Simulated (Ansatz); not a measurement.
## Worked example: correlation energy of HOP⁺, quartet

Geometry: that of the HOP, triplet, kept fixed. The doublet lies 4.1 eV lower here.

```csv
atom,x (Å),y (Å),z (Å)
O,0.0000,-0.1018,1.0417
P,0.0000,0.0286,-0.5874
H,0.0000,0.7367,1.5146
```

Basis cc-pVTZ; Ansatz 0.2.0. Correlated methods freeze the noble-gas cores, which leaves 11 electrons in 72 orbitals. R marks a restricted (for open shells ROHF) determinant, U an unrestricted one.

Full CI isn't at hand for all of this; UCCSDT(Q) serves as the reference, and is uncertain by about the last step of the cluster series.

The cluster runs stand on a determinant 0.09 eV above the lowest UHF solution, chosen by trial CCSD; the correlation energy below is counted from it.

Runs differ by some tens of microhartree through their thresholds and, for an open shell, their frozen cores, so steps under 0.03 kcal/mol mean nothing.

```
                                 level  total energy (hartree)
UHF determinant under the cluster runs             -415.789770
                                  UMP2             -416.092953
                                 UCCSD             -416.110563
                              UCCSD(T)             -416.124149
                                UCCSDT             -416.125031
                             UCCSDT(Q)             -416.125950
```

What is the correlation energy at UCCSDT(Q), and what share of it do UMP2 and UCCSD(T) recover?

E(corr) = -416.125950 − (-415.789770) = -0.336180 hartree = -9.148 eV. UMP2: -0.303183 / -0.336180 = 90.18 %. UCCSD(T): -0.334379 / -0.336180 = 99.46 %.

By how many kcal/mol does UCCSD(T) miss UCCSDT(Q) (1 hartree = 627.509 kcal/mol), and which steps make up the rest?

-416.124149 − (-416.125950) = 0.001801 hartree = 1.13 kcal/mol. Steps: UCCSDT − UCCSD(T) = -0.55, UCCSDT(Q) − UCCSDT = -0.58 kcal/mol. Differences between like states or geometries often cancel part of this.
